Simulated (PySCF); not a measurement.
# Polarisability as a sum over states

Compound: H3O4P.
Z-matrix (Å and degrees, GFN2-xTB geometry), rows numbered from 1:
```
O 
P   1  1.4564
O   2  1.6014  1  115.30
O   2  1.6068  1  114.02  3   119.13
O   2  1.5784  1  116.62  3  -120.10
H   3  0.9546  2  109.23  1    18.02
H   4  0.9547  2  108.68  1     1.78
H   5  0.9567  2  110.75  1   177.77
```

The calculation used TDDFT CAM-B3LYP/def2-SVPD, vertical, gas phase, core orbitals frozen in the response in PySCF.

Computed singlets:

| state | E (eV) | f |
| --- | --- | --- |
| S1 | 7.76 | 0.029 |
| S2 | 7.99 | 0.021 |
| S3 | 8.38 | 0.0072 |
| S4 | 9.05 | 0.024 |
| S5 | 9.17 | 0.016 |
| S6 | 9.23 | 0.014 |
| S7 | 9.39 | 0.032 |
| S8 | 9.50 | 0.035 |

Problem. How much of the mean static polarisability do these states give, one by one?

Solution. Each state adds f / ΔE² (ΔE in hartree, 27.2114 eV).

```tsv
state	f/ΔE² (au)	running sum (au)	running share of α (%)
S1	0.35	0.35	1.0
S2	0.24	0.59	1.6
S3	0.08	0.67	1.8
S4	0.21	0.88	2.4
S5	0.14	1.02	2.8
S6	0.12	1.14	3.1
S7	0.27	1.41	3.8
S8	0.28	1.69	4.6
```

The full response gives 36.93 au (5.47 Å³), so 35.2 au comes from the higher roots of the same equations.

Problem. By how much does the contribution of these states grow at 532 nm?

Solution. With ω = 0.0856 hartree each state's term in the mean polarisability goes from f / ΔE² to f / (ΔE² − ω²); the sum over all 8 states goes from 1.69 to 1.82 au, a rise of 0.13 au.

The largest single term belongs to S1, although S8 has the larger f: the term falls with the square of the energy.

One conformer stands for the species.
